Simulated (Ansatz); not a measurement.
**AlH2F (built from SMILES [F][AlH2]): a short trajectory**

The task is to watch the atoms for 60 steps of 1.0 fs, started with velocities for 300 K and run with a Langevin thermostat, and see to which side of the barrier the system falls.

Program: Ansatz 0.2.0, Gaussian basis. Level of theory: PBE0-D4/def2-SVP. These are calculated values, not measurements.

## Step 1: The system as given

The start, a first-order saddle point found at PBE0-D4 in triple zeta: 4 atoms, charge 0, spin multiplicity 1.

Atoms are counted from 1 here; the program's logs count them from 0.

Bond lengths: Al1–F2 1.927 Å, Al1–H3 1.738 Å, Al1–H4 1.611 Å. Angles: F2–Al1–H3 37.2°, F2–Al1–H4 108.9°, H3–Al1–H4 146.0°.

Geometry (Å):

```mol
AlFH2
  3D, bonds by distance, orders not assigned

  4  3  0  0  0  0  0  0  0  0999 V2000
   -0.3796   -0.5067    0.3166 Al  0  0
    0.7049    0.6517   -0.7766 F   0  0
    0.5166   -0.4459   -1.1717 H   0  0
   -0.8419    0.3009    1.6316 H   0  0
  1  2  8  0
  1  3  8  0
  1  4  8  0
M  END
```

## Step 2: The run

The input, md/in.yaml:

```yaml
crystal:
  periodic: [false, false, false]
  atoms:
    - {symbol: Al, position_ang: [-0.379598, -0.506655, 0.316559]}
    - {symbol: F, position_ang: [0.704950, 0.651686, -0.776613]}
    - {symbol: H, position_ang: [0.516557, -0.445898, -1.171691]}
    - {symbol: H, position_ang: [-0.841909, 0.300867, 1.631645]}
basis:
  gaussian: {orbitals: def2-SVP}
hamiltonian: {xc: pbe0, dispersion: d4}
md: {n_steps: 60, timestep: 1.0, temperature: 300, ensemble: nvt_langevin, seed: 949, friction: 0.05, initial_velocities: maxwell_boltzmann}
```

Started as:

```console
> ansatz run in.yaml --threads 2 --pin off --events-out ev --progress --plain --max-ram 4352MiB
```

What does the calculation give? Wanted: temperature at the start; mean temperature, second half; lowest and highest potential energy, from the first frame; largest change of potential + kinetic; bonds lost by distance.

**Answer**, as computed:

| quantity | value |
| --- | --- |
| length | 60 steps, 60.0 fs |
| temperature at the start | 225 K |
| mean temperature, second half | 575 K |
| lowest and highest potential energy, from the first frame | -412 and 96 meV |
| largest change of potential + kinetic | 220.9 meV |
| bonds lost by distance | Al1–H3 |

**Reading.** By the last frame it has moved towards the side where F2–H3 form. The system runs downhill by 0.41 eV, and that energy turns into motion. The thermostat trades energy with the molecule, so the sum of potential and kinetic energy isn't conserved: it changes by -205 meV over the run. The mean temperature of the second half is still well above the 300 K set. The instant temperature ranges from 151 to 833 K, as energy passes between motion and strain. Under Langevin the temperature counts 3N degrees of freedom, more than the drawn velocities fill, so it starts at 225 K, not 300 K.
